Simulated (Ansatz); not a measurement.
Conformers of C3H6O2, SMILES `COCC=O`, each relaxed with PBE0-D4/def2-TZVP in Ansatz. CBS adds the triple-zeta coupled-cluster correction to the MP2 limit.

Not all of them had a frequency check.

Conformer A:

Cartesian coordinates in Å:
```
C -0.383 1.478 -0.007
O -0.735 0.323 -0.728
C -0.440 -0.852 -0.034
C 1.034 -1.191 -0.058
O 1.552 -1.978 0.682
H -0.937 1.538 0.939
H 0.691 1.511 0.219
H -0.638 2.338 -0.626
H -0.789 -0.828 1.008
H -0.964 -1.671 -0.540
H 1.608 -0.668 -0.855
```

Conformer B:

Z-matrix (Å, degrees):
```
C
O 1 1.410
H 1 1.093 2 111.8
H 1 1.089 2 106.8 3 119.3
H 1 1.099 2 110.8 3 -122.2
C 2 1.383 1 113.8 3 64.7
C 6 1.507 2 116.1 1 -73.5
H 6 1.098 2 108.0 1 166.7
H 6 1.106 2 112.5 1 50.1
O 7 1.197 6 125.5 2 2.4
H 7 1.115 6 113.2 2 -177.6
```

Task: Which is lowest in electronic energy at CCSD(T)/CBS (frozen core, def2 sets), and by how much? (Best estimate.)

Result: Computed: A; B lies 0.6 kJ/mol higher. Gaps under about 2 kJ/mol don't settle the order.

Task: Give the energies relative to A (kJ/mol) with PBE0-D4/def2-TZVPP, ωB97M-V/def2-TZVPP, PBE/def2-TZVPP, B3LYP/def2-TZVPP, MP2/def2-TZVPP, SCS-MP2/def2-TZVPP, HF/def2-QZVPP. (Best estimate.)

Result: Computed: 
```json
{"level": "PBE0-D4/def2-TZVPP", "B": "-0.9"}
{"level": "ωB97M-V/def2-TZVPP", "B": "0.2"}
{"level": "PBE/def2-TZVPP", "B": "-1.1"}
{"level": "B3LYP/def2-TZVPP", "B": "0.0"}
{"level": "MP2/def2-TZVPP", "B": "0.2"}
{"level": "SCS-MP2/def2-TZVPP", "B": "0.9"}
{"level": "HF/def2-QZVPP", "B": "1.8"}
```

B3LYP here is the variant with VWN-RPA as its local correlation; programs differ in this.
